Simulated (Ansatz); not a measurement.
Input file:

```yaml
crystal:
  periodic: [false, false, false]
  atoms:
    - {symbol: Si, position_ang: [0.000000, 0.000000, 0.000000]}
    - {symbol: N, position_ang: [0.000000, 0.000000, 6.183000]}
basis:
  gaussian: {orbitals: aug-cc-pVDZ}
total_charge: 1
magnetization: {spin_polarized: false, initial_magnetization: 2}
correlation: {method: fic_mrcisd_q, electrons: outside_noble_gas, active_space: {window: {electrons: 4, orbitals: 4}, states: [{multiplicity: 4, weights: [1, 1, 1, 1, 1, 1, 1, 1, 1, 1, 1, 1, 1, 1, 1, 1, 1, 1, 1, 1, 1, 1, 1, 1, 1, 1, 1, 1, 1, 1]}]}}
accuracy: high
```

```sh
$ ansatz run in.yaml --threads 1 --pin off --events-out ev --progress --plain --max-ram 2393MiB
```

What does the program do with this input?

Stopped by an error. The input was made wrong on purpose (impossible set of states or weights), so the run isn't a sound calculation of what was asked.
```
838 factors; integrals over basis functions are off by at most 3.6e-9 eV
mean field evaluation 1: about -9314.6181 eV, gradient 3.6e1 eV
mean field evaluation 2: about -9314.6186 eV, gradient 3.6e1 eV
mean field evaluation 4: about -9316.3324 eV, gradient 2.7e1 eV
mean field evaluation 8: about -9316.3323 eV, gradient 2.7e1 eV
mean field evaluation 16: about -9326.2014 eV, gradient 1.8e-3 eV
mean field evaluation 32: about -9328.5865 eV, gradient 2.5e-8 eV
mean field evaluation 64: about -9328.4662 eV, gradient 3.9e0 eV
mean field evaluation 96: about -9328.5194 eV, gradient 2.1e-9 eV
mean field evaluation 128: about -9328.5865 eV, gradient 1.1e-2 eV
mean field evaluation 160: about -9328.5684 eV, gradient 2.3e-1 eV
mean field evaluation 192: about -9328.5859 eV, gradient 9.8e-8 eV
mean field evaluation 224: about -9328.5865 eV, gradient 2.7e-3 eV
mean field evaluation 256: about -9328.5273 eV, gradient 1.5e-1 eV
mean field evaluation 288: about -9328.5498 eV, gradient 7.5e-3 eV
mean field evaluation 320: about -9328.5198 eV, gradient 1.3e-1 eV
mean field evaluation 352: about -9328.5859 eV, gradient 4.9e-2 eV
mean field evaluation 384: about -9328.5865 eV, gradient 1.7e-2 eV
mean field evaluation 416: about -9328.5860 eV, gradient 9.8e-2 eV
mean field evaluation 448: about -9328.4426 eV, gradient 3.6e0 eV
mean field evaluation 480: about -9328.5498 eV, gradient 6.3e-5 eV
mean field evaluation 512: about -9325.7493 eV, gradient 5.4e0 eV
mean field evaluation 544: about -9328.5794 eV, gradient 2.6e-6 eV
mean field evaluation 576: about -9328.5194 eV, gradient 8.6e-4 eV
mean field -9328.58651930 eV, -342.8192314413 hartree, gradient 2.5e-8 eV, S^2 2.000000; 33 other end points of the search recorded, 0 dependent functions left out
reference -9328.58651930 eV, -342.8192314413 hartree; 11, 9 occupied and 39, 41 virtual orbitals, 838 factors
Error: 4 electrons in 4 orbitals have no state of multiplicity 4
```
